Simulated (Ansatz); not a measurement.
A nudged elastic band was laid between two geometries of C2H2FS (6 atoms, charge 0, multiplicity 2).

Level of theory: UKS PBE0-D4/6-31G* in Ansatz 0.2.0.

```yaml
movable_images: 7
climbing_image: yes
spring: 5.0 eV/Å²
optimiser: quadratic models (default)
start_path: through a guess of the saddle point
force_threshold: 0.5 eV/Å
iteration_limit: 60
end_points: relaxed
```

Image 0:

```xyz
6
Properties=species:S:1:pos:R:3
F 1.432 0.065 -1.166
C 0.205 -0.428 -0.916
C -0.438 -0.256 0.220
S -0.039 0.304 1.767
H -0.199 -0.971 -1.766
H -0.961 1.287 1.862
```

Image 8:

```xyz
6
Properties=species:S:1:pos:R:3
F 1.393 -0.395 -0.953
C 0.123 -0.214 -0.661
C -0.304 0.198 0.569
S 0.713 0.531 1.873
H -0.540 -0.426 -1.496
H -1.385 0.305 0.669
```

Question: Which bonds break or form, and what moves?

Answer: Bonds broken: S4–H6. Bonds formed: C3–H6.

Question: Give the energies along the band, and the barrier.

Answer: The run converged. The highest image is number 4 of 0 to 8, 1.41 eV above the first end and 2.87 eV above the last; the last end lies 1.46 eV below the first. The threshold of 0.5 eV/Å is loose, so the images may lie well off the minimum-energy path. Neighbouring images differ by up to 1.2 eV, so the band resolves the path poorly. The order of the stationary point at the top wasn't checked.

```csv
image,path coordinate (Å),energy (eV),S4–H6 (Å),C3–H6 (Å)
0,0.00,0.00,1.35,2.31
1,0.30,0.06,1.35,2.23
2,0.61,0.30,1.34,2.05
3,0.92,0.86,1.36,1.75
4,1.23,1.41,1.49,1.42
5,1.52,0.66,1.74,1.20
6,1.81,-0.54,2.04,1.09
7,2.11,-1.29,2.30,1.08
8,2.40,-1.46,2.43,1.09
```

Question: What is the geometry of the highest image?

Answer: 
```xyz
6
Properties=species:S:1:pos:R:3
F 1.469 -0.145 -1.134
C 0.175 -0.323 -0.813
C -0.278 -0.069 0.404
S 0.177 0.513 1.946
H -0.425 -0.694 -1.637
H -1.118 0.718 1.234
```

Time of the run: 96 s on 2 threads of Arm Neoverse V1, with other jobs on the host, peak memory 0.17 GiB.
